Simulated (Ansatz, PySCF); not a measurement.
This Ansatz (a first-principles code) input computes a CCSD(T)/cc-pVDZ energy:

Ansatz 0.2 input:
```yaml
crystal:
  periodic: [false, false, false]
  atoms:
    - {symbol: C, position_ang: [-0.08701136, -1.63727742, 0.02176407]}
    - {symbol: C, position_ang: [0.65262971, -0.51621581, 0.00122514]}
    - {symbol: C, position_ang: [0.01484235, 0.73074242, -0.00951478]}
    - {symbol: H, position_ang: [-1.18730815, -1.67235484, 0.03133492]}
    - {symbol: H, position_ang: [0.38144000, -2.62489794, 0.03057446]}
    - {symbol: N, position_ang: [-0.38241372, 1.83339395, -0.02039371]}
basis:
  gaussian:
    orbitals: cc-pVDZ
total_charge: -1
magnetization: {spin_polarized: false}
correlation: {method: ccsd_t, electrons: outside_noble_gas}
```

**Question.** Write an input for the same energy in PySCF and say what it gives.

**Answer.** 
```python
from pyscf import gto, scf, mp, cc as ccmod

mol = gto.M(
    atom='''
    C    -0.08701136   -1.63727742    0.02176407
    C     0.65262971   -0.51621581    0.00122514
    C     0.01484235    0.73074242   -0.00951478
    H    -1.18730815   -1.67235484    0.03133492
    H     0.38144000   -2.62489794    0.03057446
    N    -0.38241372    1.83339395   -0.02039371
    ''',
    basis='cc-pvdz',
    charge=-1,
    spin=0,
    verbose=4,
)

mf = scf.RHF(mol)
mf.conv_tol = 1e-10
mf.max_cycle = 100
mf.kernel()
mp2 = mp.MP2(mf, frozen=4).run()
cc = ccmod.CCSD(mf, frozen=4)
cc.max_cycle = 100
cc.kernel()
et = cc.ccsd_t()
print(f'E(CCSD(T)) = {cc.e_tot + et:.9f}')
```
It gives -169.74317 Eh, and Ansatz -169.74317 Eh, a difference of 0.00 mEh.

It need not be the lowest isomer of its formula. Whether it binds its extra electron was not tested at this geometry.
